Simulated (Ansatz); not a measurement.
# AlH5OSi: a ladder of functionals and wavefunction methods

How much do the methods differ for AlH5OSi? The plan is to run it at one geometry with functionals of several rungs and with coupled cluster, and see how far each lands from CCSD(T) at the basis-set limit for the atomisation energy.

The runs use Ansatz 0.2.0, Gaussian basis; functionals in def2-TZVPP, the program's frozen cores in correlated methods.

The runs, in order: LDA (SPW92), PBE-D4, revPBE-D4, BLYP-D4, r2SCAN-D4, B97M-V, PBE0-D4, B3LYP-D4, r2SCANh-D4, r2SCAN0-D4, HSE06-D4, BHLYP-D4, CAM-B3LYP-D4, LC-ωPBE, ωB97X-V, ωB97M-V, B2PLYP, PBE-QIDH; CCSD(T)/def2-SVP; CCSD(T)/def2-TZVPP; MP2/def2-QZVPP; extrapolation to the limit; RPA on PBE.

1 further run of the same task is left out (it didn't finish).

### Step 1. The geometry

The geometry comes from an earlier relaxation with PBE0-D4 in a triple-zeta def2 set; it is a stationary point, not always the lowest conformer.

SMILES `O[SiH2][AlH2]`, 8 atoms, charge 0, spin multiplicity 1.

Atoms are counted from 1 here; the program's logs count them from 0.

Bond lengths: O1–Si2 1.661 Å, O1–H4 0.959 Å, Si2–Al3 2.460 Å, Si2–H5 1.498 Å, Si2–H6 1.499 Å, Al3–H7 1.591 Å, Al3–H8 1.588 Å. Angles: Si2–O1–H4 117.0°, O1–Si2–Al3 109.0°, O1–Si2–H5 110.4°, O1–Si2–H6 110.5°, Al3–Si2–H5 111.2°, Al3–Si2–H6 111.1°, H5–Si2–H6 104.5°, Si2–Al3–H7 118.5°, Si2–Al3–H8 122.5°, H7–Al3–H8 119.1°.

### Step 2. LDA

This LDA is Slater exchange with PW92 correlation.

Contents of in.yaml:

```yaml
crystal:
  periodic: [false, false, false]
  atoms:
    - {symbol: O, position_ang: [-1.713831, 0.101176, -0.693089]}
    - {symbol: Si, position_ang: [-0.214277, 0.675447, -0.269878]}
    - {symbol: Al, position_ang: [1.101276, -1.159127, 0.706314]}
    - {symbol: H, position_ang: [-2.324006, 0.726528, -1.087368]}
    - {symbol: H, position_ang: [0.476948, 1.262937, -1.462576]}
    - {symbol: H, position_ang: [-0.343224, 1.818661, 0.690423]}
    - {symbol: H, position_ang: [2.590283, -0.856920, 1.178058]}
    - {symbol: H, position_ang: [0.519131, -2.625800, 0.882216]}
basis:
  gaussian: {orbitals: def2-TZVPP}
hamiltonian: {xc: lda}
output: {orbitals: {seedname: orbitals}}
```

Launch:

```sh
$ ansatz run in.yaml --threads 2 --pin off --events-out ev --progress --plain --max-ram 4352MiB
```

Further steps of the session: PBE-D4 (GGA); revPBE-D4 (GGA); BLYP-D4 (GGA); r2SCAN-D4 (meta-GGA); B97M-V (meta-GGA); PBE0-D4 (hybrid); B3LYP-D4 (hybrid); r2SCANh-D4 (hybrid); r2SCAN0-D4 (hybrid); HSE06-D4 (hybrid); BHLYP-D4 (hybrid); CAM-B3LYP-D4 (range-separated); LC-ωPBE (range-separated); ωB97X-V (range-separated); ωB97M-V (range-separated); B2PLYP (double hybrid); PBE-QIDH (double hybrid); CCSD(T) in def2-SVP; CCSD(T) in def2-TZVPP; MP2 in def2-QZVPP; RPA on PBE orbitals.

**Question.** What will the summary of the whole plan be? Wanted: atomisation energy, CCSD(T)/CBS; farthest beyond LDA; mean size of error, GGA; mean size of error, meta-GGA; mean size of error, hybrid; mean size of error, range-separated; mean size of error, double hybrid; gap, smallest and largest; T1 diagnostic.

As calculated:

| quantity | value |
| --- | --- |
| atomisation energy, CCSD(T)/CBS | 563.1 kcal/mol |
| functionals within 2.8 kcal/mol (0.5 %) | CAM-B3LYP-D4, ωB97X-V |
| farthest beyond LDA | revPBE-D4 (-19.2 kcal/mol) |
| mean size of error, GGA | 12.7 kcal/mol |
| mean size of error, meta-GGA | 3.6 kcal/mol |
| mean size of error, hybrid | 11.5 kcal/mol |
| mean size of error, range-separated | 4.0 kcal/mol |
| mean size of error, double hybrid | 12.7 kcal/mol |
| gap, smallest and largest | 3.38 eV (LDA (SPW92)), 10.02 eV (LC-ωPBE) |
| T1 diagnostic | 0.0115 |
| triples share of the correlation energy | 3.0 % |

**Reading.** LDA overbinds by 58.9 kcal/mol (10 %). PBE-D4 misses by -9.2 kcal/mol. Double hybrids carry the basis error of their MP2 part in triple zeta, and no dispersion term here, so their miss is partly the set-up's. Taken by rung, meta-GGA functionals do best (3.6 kcal/mol on average) and GGA ones worst beyond LDA (12.7 kcal/mol). The gap between the best rungs is small, so their order is not settled. The reference freezes the cores and leaves out relativity and excitations past (T), so misses under about 2.8 kcal/mol can't be ranked. Hartree-Fock recovers 73 % of the binding; the rest is correlation. CCSD(T) in def2-SVP is off by -45.4 kcal/mol, worse than the median functional, from the basis alone. Orbital gaps span 3.4 to 10.0 eV; exact exchange widens them.
